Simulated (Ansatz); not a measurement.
# Two structures, one formula

The two ends of one reaction step of SiNH9O, closed shell (PBE0-D4/def2-TZVP).

A:

Si1  (-1.322, 0.022, -0.467)
H2  (2.284, 0.287, -2.248)
H3  (-0.598, -1.135, -1.040)
H4  (-2.670, 0.065, -1.121)
H5  (-0.647, 1.302, -0.781)
H6  (0.585, -0.178, 1.785)
O7  (-1.630, -0.156, 1.159)
H8  (1.835, 0.214, -1.655)
N9  (1.179, -0.079, 0.971)
H10  (-2.563, -0.198, 1.370)
H11  (1.790, -0.885, 0.927)
H12  (1.757, 0.741, 1.100)
(Å)

B:

```json
{"atom": "Si1", "x (Å)": "-1.2987", "y (Å)": "-0.0317", "z (Å)": "-1.7141"}
{"atom": "H2", "x (Å)": "0.0841", "y (Å)": "-0.4707", "z (Å)": "-1.3943"}
{"atom": "H3", "x (Å)": "-1.5087", "y (Å)": "-0.3181", "z (Å)": "-3.1649"}
{"atom": "H4", "x (Å)": "-2.2976", "y (Å)": "-0.8273", "z (Å)": "-0.9611"}
{"atom": "H5", "x (Å)": "-1.4674", "y (Å)": "1.4242", "z (Å)": "-1.5105"}
{"atom": "H6", "x (Å)": "0.0576", "y (Å)": "0.2799", "z (Å)": "1.2719"}
{"atom": "O7", "x (Å)": "-0.8771", "y (Å)": "0.5375", "z (Å)": "1.1328"}
{"atom": "H8", "x (Å)": "2.0641", "y (Å)": "-0.3624", "z (Å)": "0.2531"}
{"atom": "N9", "x (Å)": "1.9061", "y (Å)": "-0.0985", "z (Å)": "1.2188"}
{"atom": "H10", "x (Å)": "-1.3962", "y (Å)": "-0.0585", "z (Å)": "1.6756"}
{"atom": "H11", "x (Å)": "2.3023", "y (Å)": "-0.8251", "z (Å)": "1.8020"}
{"atom": "H12", "x (Å)": "2.4315", "y (Å)": "0.7504", "z (Å)": "1.3906"}
```

Ansatz 0.2.0; basis: def2-TZVPP; cores frozen in the correlated methods. B3LYP uses VWN-RPA correlation.

Question: Which structure is lower at CCSD(T), and by how much? (An estimate is asked for; the value comes from the calculation.)

Answer: The calculation gives: A, by 37.1 kJ/mol (electronic energy, against the other). By their contacts, A is a complex of SiH₄O ([OH][SiH3]) + NH₃ + H₂ and B is a complex of SiH₄ + H₂O + NH₃.

All methods give the same order:

| method | E(B) − E(A) (kJ/mol) |
| --- | --- |
| SPW92 | 23.4 |
| PBE-D4 | 28.7 |
| BLYP-D4 | 36.9 |
| r2SCAN-D4 | 39.8 |
| B97M-V | 38.2 |
| PBE0-D4 | 30.1 |
| B3LYP-D4 | 36.8 |
| r2SCAN0-D4 | 38.6 |
| BHLYP-D4 | 39.1 |
| CAM-B3LYP-D4 | 36.4 |
| wB97X-V | 37.0 |
| wB97M-V | 39.1 |
| B2PLYP | 37.3 |
| PBE-QIDH | 35.6 |
| RPA on PBE | 36.9 |
| HF | 38.6 |
| MP2 | 43.5 |
| CCSD | 36.4 |
| CCSD(T) | 37.1 |

The T1 diagnostic stays at or below 0.010.

Labels in which every atom is bracketed show which atoms are joined, not bond orders.

For scale, one of the runs: CCSD(T)/def2-TZVPP, 230 basis functions, launched by `ansatz run in.yaml --threads 4 --pin off --events-out ev --progress --plain --max-ram 9574MiB`. The run took 16 s on 4 CPU threads of an AMD EPYC 9R45 (shared host), with 4 GiB of host memory at its peak.
